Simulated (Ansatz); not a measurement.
We consider bcc V, described by BLYP in Ansatz (plane waves, PAW).

Numerical settings: plane-wave cutoff 520 eV, 26×26×26 k mesh, Fermi–Dirac smearing 0.05 eV, no spin polarisation, scalar-relativistic PAW data made under PBE.

The volume scan:

| V (Å³/atom) | E − E_lowest (meV/atom) | P (GPa) |
|---|---|---|
| 13.014 | 29.06 | 11.77 |
| 13.290 | 12.50 | 7.46 |
| 13.567 | 3.03 | 3.56 |
| 13.844 | 0.00 | 0.01 |
| 14.121 | 2.81 | -3.21 |
| 14.398 | 10.91 | -6.12 |
| 14.675 | 23.80 | -8.76 |

Problem. Estimate the bulk modulus from the pressures at 13.567 and 14.121 Å³/atom, and compare it with a fit to all energies.

Solution. B = −V dP/dV. Between V = 13.567 and 14.121 Å³/atom, dP/dV = (-3.21 − (3.56))/(14.121 − 13.567) = -12.2 GPa per Å³/atom; at the midpoint 13.844 Å³/atom this gives B ≈ 169 GPa. The third-order Birch–Murnaghan fit gives V0 = 13.845 Å³/atom, B0 = 169 GPa, B′ = 3.9, which lies within 1 % of that estimate.

Measured, for comparison: bulk modulus 161 GPa (corrected for temperature and zero-point phonon effects, our sources range from 159 to 166; as tabulated in Levämäki et al. (2014), arXiv:1402.3671); equilibrium volume per atom 13.79 Å³/atom (static lattice: zero-point anharmonic expansion removed; as tabulated in Mejia-Rodriguez and Trickey (2018), arXiv:1807.09216). Computed (rounded) less measured: bulk modulus +5 % (+2 % to +6 % over the range), equilibrium volume per atom +0.4 %.

Ansatz is an electronic-structure program.
